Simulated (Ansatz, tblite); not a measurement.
# The cluster Pb2O2: rung by rung

Aim: run the singlet of the cluster Pb2O2 at one geometry on many levels, and compare frontier levels, spin and run time.

The runs use Ansatz 0.2.0, Gaussian basis; as each input shows.

Plan: GFN1-xTB, GFN2-xTB, PBE-D4/def2-TZVP, r2SCAN-D4/def2-TZVP, LC-ωPBE/def2-TZVP, HF/def2-TZVP, LC-ωPBE(0.10)/def2-SVP, LC-ωPBE(0.15)/def2-SVP, LC-ωPBE(0.20)/def2-SVP, LC-ωPBE(0.30)/def2-SVP, PBE-D4/def2-SVP, PBE0-D4/def2-SVP, PBE0-D4/def2-TZVPD, PBE-D4/def2-TZVPD, r2SCAN-D4/def2-TZVPD, CCSD(T)/def2-TZVPP, MP2/def2-TZVP, RPA/def2-TZVP.

2 further runs of the same task are left out: 2 set aside as unsound or not needed. Runs told in other sessions of the task aren't counted.

## 1. The relaxed structure

The singlet was relaxed beforehand with PBE0-D4/def2-SVP. At that level it is the lowest of the isomers that a small search found.

4 atoms, charge 0, spin multiplicity 1.

Bond lengths: Pb1–O3 2.123 Å, Pb1–O4 2.124 Å, Pb2–O3 2.123 Å, Pb2–O4 2.123 Å. Angles: O3–Pb1–O4 81.6°, O3–Pb2–O4 81.6°, Pb1–O3–Pb2 98.4°, Pb1–O4–Pb2 98.4°.

Geometry (Å):

```mol
O2Pb2
  3D, bonds by distance, orders not assigned

  4  4  0  0  0  0  0  0  0  0999 V2000
   -0.3601    0.9238   -1.2645 Pb  0  0
    0.3602   -0.9239    1.2644 Pb  0  0
    1.3521    0.2199   -0.2245 O   0  0
   -1.3521   -0.2198    0.2246 O   0  0
  1  3  8  0
  1  4  8  0
  2  3  8  0
  2  4  8  0
M  END
```

Pb takes a core potential in the def2 sets. No spin-orbit coupling is included.

PBE0-D4/def2-TZVP was run before; its log isn't repeated, and its numbers join the tables.

## 2. GFN1-xTB

Tight binding, by tblite at 300 K electronic temperature and without a spin-polarisation term:

```python
tblite.interface.Calculator('GFN1-xTB', numbers, positions, charge=0, uhf=0).singlepoint()
```

Energy -345.0209 eV, HOMO -9.78 eV, LUMO -6.52 eV; 0.002 s.

## 3. GFN2-xTB

Tight binding, by tblite at 300 K electronic temperature and without a spin-polarisation term:

```python
tblite.interface.Calculator('GFN2-xTB', numbers, positions, charge=0, uhf=0).singlepoint()
```

Energy -345.7895 eV, HOMO -9.22 eV, LUMO -6.79 eV; 0.002 s.

## 4. PBE-D4/def2-TZVP

start.molden holds the orbitals of an earlier run on this state, given as this run's starting guess.

in.yaml reads:

```yaml
crystal:
  periodic: [false, false, false]
  atoms:
    - {symbol: Pb, position_ang: [-0.360143, 0.923832, -1.264509]}
    - {symbol: Pb, position_ang: [0.360196, -0.923938, 1.264394]}
    - {symbol: O, position_ang: [1.352084, 0.219935, -0.224501]}
    - {symbol: O, position_ang: [-1.352136, -0.219829, 0.224617]}
basis:
  gaussian: {orbitals: def2-TZVP, initial_orbitals: start.molden}
hamiltonian: {xc: pbe, dispersion: d4}
scf: {omitted_lower_state_checks: [starts]}
output: {orbitals: {seedname: orbitals}}
```

The run is started by

```sh
> ansatz run in.yaml --threads 4 --pin off --events-out ev --progress --plain --max-ram 4787MiB
```

The runs that follow: r2SCAN-D4/def2-TZVP; LC-ωPBE/def2-TZVP; HF/def2-TZVP; LC-ωPBE(0.10)/def2-SVP; LC-ωPBE(0.15)/def2-SVP; LC-ωPBE(0.20)/def2-SVP; LC-ωPBE(0.30)/def2-SVP; PBE-D4/def2-SVP; PBE0-D4/def2-SVP; PBE0-D4/def2-TZVPD; PBE-D4/def2-TZVPD; r2SCAN-D4/def2-TZVPD; CCSD(T)/def2-TZVPP; MP2/def2-TZVP; RPA/def2-TZVP.

**Question.** What will the summary of the whole plan be? Wanted: gap in def2-TZVP, named functionals and Hartree-Fock, smallest and largest; gap over the ω; correlation energy, CCSD(T)/def2-TZVPP; correlation energy, MP2/def2-TZVP; binding an atom, functionals in def2-TZVP; PBE0 total energy, smallest basis above largest.

**Answer**, as computed:

| quantity | value |
| --- | --- |
| gap in def2-TZVP, named functionals and Hartree-Fock, smallest and largest | 2.52 eV (PBE-D4), 9.41 eV (HF) |
| gap over the ω (1/bohr) | 5.08 eV at 0.1, 8.06 eV at 0.3 |
| correlation energy, CCSD(T)/def2-TZVPP | -34.18 eV |
| correlation energy, MP2/def2-TZVP | -35.22 eV |
| binding an atom, functionals in def2-TZVP | 3.11 (LC-ωPBE) to 3.52 eV (PBE-D4) |
| PBE0 total energy, smallest basis above largest | 5.93 eV (def2-SVP, def2-TZVPD) |

**Reading.** Over the named functionals and Hartree-Fock in def2-TZVP the gap runs from 2.52 eV (PBE-D4) to 9.41 eV (HF); exact exchange widens it. Raising the ω (1/bohr) from 0.1 to 0.3 moves the HOMO by -1.79 eV and the LUMO by +1.19 eV. Notes on CCSD(T)/def2-TZVPP: large T1 diagnostic.
